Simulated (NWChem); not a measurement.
Everything below was run with NWChem. System: CHN, charge 0, spin multiplicity 1, displaced from the optimised geometry. Level: CCSDT/cc-pVDZ, 2 core orbitals frozen, spin-restricted.

NWChem printed:

```
             Northwest Computational Chemistry Package (NWChem) 7.3.0
             --------------------------------------------------------

                                NWChem Input Module
                                -------------------

 Scaling coordinates for geometry "geometry" by  1.889725989
 (inverse scale =  0.529177249)

                             Geometry "geometry" -> ""
                             -------------------------

 Output coordinates in angstroms (scale by  1.889725989 to convert to a.u.)

  No.       Tag          Charge          X              Y              Z
 ---- ---------------- ---------- -------------- -------------- --------------
    1 C                    6.0000     0.00000000     0.00000000    -0.50597000
    2 N                    7.0000     0.00000000     0.00000000     0.66127700
    3 H                    1.0000     0.00000000     0.00000000    -1.50614500

 Effective nuclear repulsion energy (a.u.)      23.9244711980

            Nuclear Dipole moment (a.u.)
            ----------------------------
        X                 Y               Z
 ---------------- ---------------- ----------------
     0.0000000000     0.0000000000     0.1643570281


 Summary of "ao basis" -> "" (spherical)
 ------------------------------------------------------------------------------
       Tag                 Description            Shells   Functions and Types
 ---------------- ------------------------------  ------  ---------------------
 *                          cc-pvdz                   on all atoms

 Summary of "ao basis" -> "ao basis" (spherical)
 ------------------------------------------------------------------------------
       Tag                 Description            Shells   Functions and Types
 ---------------- ------------------------------  ------  ---------------------
 C                          cc-pvdz                  6       14   3s2p1d
 N                          cc-pvdz                  6       14   3s2p1d
 H                          cc-pvdz                  3        5   2s1p

                                 NWChem SCF Module
                                 -----------------

  ao basis        = "ao basis"
  functions       =    33
  atoms           =     3
  closed shells   =     7
  open shells     =     0
  charge          =   0.00
  wavefunction    = RHF
  use symmetry    = F
  symmetry adapt  = F

 Summary of "ao basis" -> "ao basis" (spherical)
[...]
     2   1 1 0      0.000000      0.000000      0.000000
     2   1 0 1      0.000000      0.000000      0.000000
     2   0 2 0     -8.688842      0.000000      0.000000
     2   0 1 1     -0.000000      0.000000      0.000000
     2   0 0 2     -7.227519      0.000000     24.517205

                   NWChem Extensible Many-Electron Theory Module
                   ---------------------------------------------


            General Information
            -------------------
      Number of processors :     1
         Wavefunction type : Restricted Hartree-Fock
          No. of electrons :    14
           Alpha electrons :     7
            Beta electrons :     7
           No. of orbitals :    66
            Alpha orbitals :    33
             Beta orbitals :    33
        Alpha frozen cores :     2
         Beta frozen cores :     2
     Alpha frozen virtuals :     0
      Beta frozen virtuals :     0
         Spin multiplicity : singlet
    Number of AO functions :    33
       Number of AO shells :    15
        Use of symmetry is : off
      Symmetry adaption is : off
         Schwarz screening : 0.10D-09

          Correlation Information
          -----------------------
          Calculation type : Coupled-cluster singles, doubles, & triples
   Perturbative correction : none
            Max iterations :      100
        Residual threshold : 0.10D-05
     T(0) DIIS level shift : 0.00D+00
     L(0) DIIS level shift : 0.00D+00
     T(1) DIIS level shift : 0.00D+00
     L(1) DIIS level shift : 0.00D+00
     T(R) DIIS level shift : 0.00D+00
     T(I) DIIS level shift : 0.00D+00
   CC-T/L Amplitude update :  5-th order DIIS
                I/O scheme : Global Array Library
        L-threshold :  0.10D-05
        EOM-threshold :  0.10D-05
 no EOMCCSD initial starts read in
 TCE RESTART OPTIONS
 SLICE:      F
 D4D5:       F
 quantumc:   F
 qrotation:  F
 pwtce:      F
 qducc:      F
 nacto:                         0
 nrotv:                         0
 nrot:                          0

            Memory Information
            ------------------
          Available GA space size is     249035711 doubles
          Available MA space size is     104855468 doubles

 Maximum block size supplied by input
 Maximum block size        24 doubles

 tile_dim =     13

 -------------------------------------------------

 Global array virtual files algorithm will be used

 Parallel file system coherency ......... OK

 4-electron integrals stored in orbital form

 v2    file size   =           266501
 4-index algorithm nr.  13 is used
 imaxsize =       30
 imaxsize ichop =        0
 IN MAPPING 1 for UCC(4),CCSDT,CCSDTQ


 CCSDT iterations
 --------------------------------------------------------
 Iter          Residuum       Correlation     Cpu    Wall
 --------------------------------------------------------
    1   0.5014497862033  -0.2862442751974     2.8     2.8
    2   0.0944641076820  -0.2810038306396     4.4     4.4
    3   0.0656083426694  -0.3045001919277     2.3     2.3
    4   0.0226389144796  -0.3022619320958     1.9     1.9
    5   0.0152184343238  -0.3058631036319     1.9     1.9
    6   0.0072491475073  -0.3062562899134     1.9     1.9
    7   0.0038348331624  -0.3064629199569     2.0     2.0
    8   0.0025169448341  -0.3064826483660     2.1     2.1
    9   0.0015977330230  -0.3065316815641     2.1     2.1
   10   0.0010736355618  -0.3065580628571     2.1     2.1
   11   0.0001955542112  -0.3066049912494     2.0     2.0
   12   0.0000788804854  -0.3066132297179     1.9     1.9
   13   0.0000436092831  -0.3066181311317     1.8     1.8
   14   0.0000252429176  -0.3066197872374     1.8     1.8
   15   0.0000164922041  -0.3066205485979     1.9     1.9
   16   0.0000057058414  -0.3066212700597     1.8     1.8
   17   0.0000034131062  -0.3066213941591     2.2     2.2
   18   0.0000020404919  -0.3066214256260     2.2     2.2
   19   0.0000014229524  -0.3066214406590     2.4     2.4
   20   0.0000008960420  -0.3066214664783     2.3     2.3
 --------------------------------------------------------
 Iterations converged
 CCSDT correlation energy / hartree =        -0.306621466478345
 CCSDT total energy / hartree       =       -93.183897182020957

 Singles contributions

 Doubles contributions
     8a   (alpha)     8a   (beta ) ---     7a   (alpha)     7a   (beta )       -0.1030763548
     9a   (alpha)     9a   (beta ) ---     6a   (alpha)     6a   (beta )       -0.1030763548

 Task  times  cpu:       46.7s     wall:       46.7s

 Total times  cpu:       46.7s     wall:       46.7s
```

Q: Write an NWChem input that would produce this output.

A: This is not unique; one that fits is 
```
start mol
memory heap 100 mb stack 700 mb global 1900 mb
geometry units angstroms nocenter noautoz noautosym
  C      0.000000     0.000000    -0.505970
  N      0.000000     0.000000     0.661277
  H      0.000000     0.000000    -1.506145
end
basis spherical
  * library cc-pvdz
end
scf
  rhf
  nopen 0
  maxiter 100
  thresh 1e-7
  semidirect memsize 60000000 filesize 0
end
tce
  freeze core 2
  ccsdt
  2eorb
  2emet 13
  thresh 1e-6
  maxiter 100
  tilesize 24
end
task tce energy
```
